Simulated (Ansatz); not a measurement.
**CH2AlO+ (SMILES [CH+]1[O][AlH]1): single points off equilibrium**

A test off equilibrium: a structure displaced at random from a GFN2-xTB minimum is computed at several levels, and each is set against CCSD(T).

Program: Ansatz 0.2.0, Gaussian basis. Level of theory: single points in def2-TZVPP. These are calculated values, not measurements.

Cores are frozen in the correlated methods. B3LYP uses VWN-RPA correlation.

### 1 The starting structure

SMILES `[CH+]1[O][AlH]1`, 5 atoms, charge 1, spin multiplicity 1.

Atoms are counted from 1 here; the program's logs count them from 0.

Bond lengths: C1–O2 1.304 Å, C1–Al3 1.931 Å, C1–H4 1.125 Å, O2–Al3 1.833 Å, Al3–H5 1.524 Å. Angles: O2–C1–Al3 65.8°, O2–C1–H4 116.4°, Al3–C1–H4 177.7°, C1–O2–Al3 73.8°, C1–Al3–O2 40.4°, C1–Al3–H5 177.0°, O2–Al3–H5 142.6°.

Geometry (Å):

```xyz
5

C    -0.5650   -0.8012   -0.0903
O    -0.2561   -0.1870    1.0176
Al    0.5688    0.7435   -0.3295
H    -1.2147   -1.7144    0.0080
H     1.4563    1.9527   -0.5977
```

### 2 CCSD(T)/def2-TZVPP

Contents of run/in.yaml:

```yaml
crystal:
  periodic: [false, false, false]
  atoms:
    - {symbol: C, position_ang: [-0.565000, -0.801200, -0.090300]}
    - {symbol: O, position_ang: [-0.256100, -0.187000, 1.017600]}
    - {symbol: Al, position_ang: [0.568800, 0.743500, -0.329500]}
    - {symbol: H, position_ang: [-1.214700, -1.714400, 0.008000]}
    - {symbol: H, position_ang: [1.456300, 1.952700, -0.597700]}
basis:
  gaussian: {orbitals: def2-TZVPP}
total_charge: 1
correlation: {method: ccsd_t}
output: {forces: true}
```

No record of the launch command was kept for these runs.

### 3 PBE0-D4/def2-TZVPP

Edit run/in.yaml of step 2 so:

```diff
@@ -11,3 +11,3 @@
 total_charge: 1
-correlation: {method: ccsd_t}
-output: {forces: true}
+hamiltonian: {xc: pbe0, dispersion: d4}
+output: {forces: true, orbitals: {seedname: orbitals}}
```

### 4 wB97M-V/def2-TZVPP

Edit run/in.yaml of step 3 so:

```diff
@@ -11,3 +11,3 @@
 total_charge: 1
-hamiltonian: {xc: pbe0, dispersion: d4}
-output: {forces: true, orbitals: {seedname: orbitals}}
+hamiltonian: {xc: {name: wB97M-V}}
+output: {forces: true}
```

### 5 r2SCAN-D4/def2-TZVPP

Edit run/in.yaml of step 4 so:

```diff
@@ -11,3 +11,3 @@
 total_charge: 1
-hamiltonian: {xc: {name: wB97M-V}}
+hamiltonian: {xc: r2scan, dispersion: d4}
 output: {forces: true}
```

### 6 PBE-D4/def2-TZVPP

Edit run/in.yaml of step 5 so:

```diff
@@ -11,3 +11,3 @@
 total_charge: 1
-hamiltonian: {xc: r2scan, dispersion: d4}
+hamiltonian: {xc: pbe, dispersion: d4}
 output: {forces: true}
```

### 7 LC-wPBE/def2-TZVPP

Edit run/in.yaml of step 6 so:

```diff
@@ -11,3 +11,3 @@
 total_charge: 1
-hamiltonian: {xc: pbe, dispersion: d4}
+hamiltonian: {xc: {name: LC-wPBE}}
 output: {forces: true}
```

### 8 B3LYP-D4/def2-TZVPP

Edit run/in.yaml of step 7 so:

```diff
@@ -11,3 +11,3 @@
 total_charge: 1
-hamiltonian: {xc: {name: LC-wPBE}}
+hamiltonian: {xc: {name: B3LYP}, dispersion: d4}
 output: {forces: true}
```

(Steps that only read results are left out.)

What does the calculation give? Wanted: energy less free atoms, CCSD(T)/def2-TZVPP; RMS force component; RMS force error; HOMO and LUMO, PBE0-D4; T1 diagnostic.

As calculated:

| quantity | value |
| --- | --- |
| energy less free atoms, CCSD(T)/def2-TZVPP | -916.6 kJ/mol |
| RMS force component | 0.463 to 0.839 eV/Å over the methods |
| RMS force error | PBE0-D4 0.379, wB97M-V 0.294, r2SCAN-D4 0.205, PBE-D4 0.180, LC-wPBE 0.446, B3LYP-D4 0.242 eV/Å |
| HOMO and LUMO, PBE0-D4 | -14.10 and -8.55 eV |
| T1 diagnostic | 0.019 |

In words: Against CCSD(T) the functionals' energies less atoms differ by -90.9 to -24.7 kJ/mol, PBE-D4 by -90.9 kJ/mol. The reference is not at the basis limit: in triple zeta CCSD(T) underbinds, which counts against methods that bind more; the gaps are no ranking. For forces PBE-D4 does best and LC-wPBE worst. Frozen-core CCSD(T) forces in triple zeta carry basis errors of their own, and this is one geometry, so small gaps rank nothing.
